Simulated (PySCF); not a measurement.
## Threshold energies of BH in a plasma

CCSD(T) extrapolated to the basis-set limit (PySCF; BH CCSD(T)/CBS(TQ)+CV+SR, BH⁺ CCSD(T)/CBS(TQ)+CV+SR; CV core-valence, SR scalar-relativistic term); no spin–orbit coupling.

| species | state (unpaired electrons) | Re (Å) | ωe (cm⁻¹) | energy of the minimum from the neutral (eV) | De (eV) | dissociates to |
| --- | --- | --- | --- | --- | --- | --- |
| BH | singlet (closed shell) | 1.230 | 2371 | 0.00 | 3.69 | B + H |
| BH⁺ | doublet (σ ↑) | 1.202 | 2539 | 9.80 | 2.16 | B⁺ + H |

Q: Work out the lowest energy to break BH into atoms, from its vibrational ground state.

A: D0 = De − ωe/2 = 3.69 − 0.15 = 3.54 eV (composite CCSD(T)).

Q: Work out the ionisation energy of the B atom at this level and the threshold of dissociative ionisation.

A: IE(B) = 9.80 + 2.16 − 3.69 = 8.27 eV, so B⁺ + H + e⁻ appears at D0 + IE(B) = 11.81 eV (composite CCSD(T)). The measured IE(B) is 8.298 eV (NIST ASD).

These are thermodynamic thresholds; the onsets seen under electron impact lie higher where the geometry changes, and cross-sections peak well above them.

For an ion De counts to the pair picked by the measured ionisation energies or electron affinities, which need not be the lowest pair at this level. Where the molecule has an RHF reference, its open-shell atoms are computed with UHF. States were picked by a PBE0 search and need not be the measured ground states.
